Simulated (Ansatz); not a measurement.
# C2H5O, doublet: reading a ladder of total energies

Geometry: MP2(full)/6-31G*, from the G2/97 set.

```yaml
atoms:
  - { symbol: C, position_ang: [1.0937, -0.5711, 0.0000] }
  - { symbol: C, position_ang: [0.0890, 0.5859, 0.0000] }
  - { symbol: O, position_ang: [-1.1711, -0.0021, 0.0000] }
  - { symbol: H, position_ang: [0.2359, 1.2018, 0.8965] }
  - { symbol: H, position_ang: [0.2359, 1.2018, -0.8965] }
  - { symbol: H, position_ang: [2.1083, -0.1669, 0.0000] }
  - { symbol: H, position_ang: [0.9583, -1.1897, 0.8881] }
  - { symbol: H, position_ang: [0.9583, -1.1897, -0.8881] }
```

Basis 6-31G; Ansatz 0.2.0. Correlated methods freeze the noble-gas cores, which leaves 19 electrons in 34 orbitals. R marks a restricted (for open shells ROHF) determinant, U an unrestricted one.

Full CI isn't at hand for all of this; UCCSDT(Q) serves as the reference, and is uncertain by about the last step of the cluster series.

Runs differ by some tens of microhartree through their thresholds and, for an open shell, their frozen cores, so steps under 0.03 kcal/mol mean nothing.

```json
{"level": "UHF", "total energy (hartree)": "-153.401094"}
{"level": "UMP2", "total energy (hartree)": "-153.667009"}
{"level": "UCCSD", "total energy (hartree)": "-153.703242"}
{"level": "UCCSD(T)", "total energy (hartree)": "-153.709081"}
{"level": "UCCSDT", "total energy (hartree)": "-153.709710"}
{"level": "UCCSDT(Q)", "total energy (hartree)": "-153.710203"}
```

**Question.** What is the correlation energy at UCCSDT(Q), and what share of it do UMP2 and UCCSD recover?

**Answer.** E(corr) = -153.710203 − (-153.401094) = -0.309109 hartree = -8.411 eV. UMP2: -0.265915 / -0.309109 = 86.03 %. UCCSD: -0.302148 / -0.309109 = 97.75 %.

**Question.** By how many kcal/mol does UCCSD(T) miss UCCSDT(Q) (1 hartree = 627.509 kcal/mol), and which steps make up the rest?

**Answer.** -153.709081 − (-153.710203) = 0.001122 hartree = 0.70 kcal/mol. Steps: UCCSDT − UCCSD(T) = -0.39, UCCSDT(Q) − UCCSDT = -0.31 kcal/mol. That is within 1 kcal/mol of the reference in this basis, which itself misses far more of the correlation at the basis-set limit.
